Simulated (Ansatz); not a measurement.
Mulliken charges of C₃H₃N, SMILES `[H]/N=C/C#C` from ωB97M-V/def2-TZVPP in Ansatz (PBE0-D4/def2-TZVP geometry).

| atom | x (Å) | y (Å) | z (Å) | charge (e) |
| --- | --- | --- | --- | --- |
| H1 | 0.839 | -2.014 | 1.207 | 0.132 |
| N2 | 0.099 | -1.526 | 0.705 | -0.207 |
| C3 | 0.498 | -0.373 | 0.357 | -0.150 |
| C4 | -0.344 | 0.528 | -0.365 | -0.182 |
| C5 | -0.997 | 1.334 | -0.972 | 0.059 |
| H6 | 1.498 | 0.017 | 0.577 | 0.110 |
| H7 | -1.593 | 2.032 | -1.510 | 0.238 |

Task: By hand: the dipole of these point charges (1 e Å = 4.8032 D).

Result: Σ q r = (-0.195, 0.574, -0.327) e Å, of length 0.689 e Å = 3.31 D.

Task: How does the dipole of the full density compare? (An estimate is asked.)

Result: The calculation gave: (0.322, 0.249, 0.017) e Å, 1.96 D; the point charges give 1.69 times that, at 75° from its direction.

Point charges leave out the atoms' own dipoles, such as those of lone pairs, and Mulliken's split depends on the basis, so the two needn't agree.
